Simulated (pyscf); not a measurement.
Thermochemistry of product channels of Cl–GeH₂–Cl + Cl• on the doublet surface, in kJ/mol, from ωB97M-D3(BJ)/def2-TZVP energies (ideal gas, 1 atm, RRHO with modes under 100 cm⁻¹ raised to 100, one conformer, R ln 2 for rigid chiral ones). Optimised with ωB97X-D3(BJ)/def2-SVP in PySCF.

```tsv
products	ΔE	ΔH(298 K)	ΔG(600 K)	ΔG(900 K)
Cl–GeH(Cl)–Cl + H•	-40.2	-54.1	-46.0	-44.3
Cl–Ge:–Cl [singlet] + HCl + H•	+64.4	+45.7	-37.7	-80.6
Cl–GeH•–Cl + HCl	-87.8	-91.8	-114.5	-125.4
Cl–Cl + Cl–GeH₂•	+162.3	+156.3	+133.3	+123.0
Cl–Ge•(Cl)–Cl + H₂	-144.4	-152.7	-158.1	-162.4
```

These are energies of the channels, which say nothing of barriers. Left out: orbital degeneracy and the spin-orbit lowering of Cl. Elements up to Kr have no core potential and no relativistic terms here.
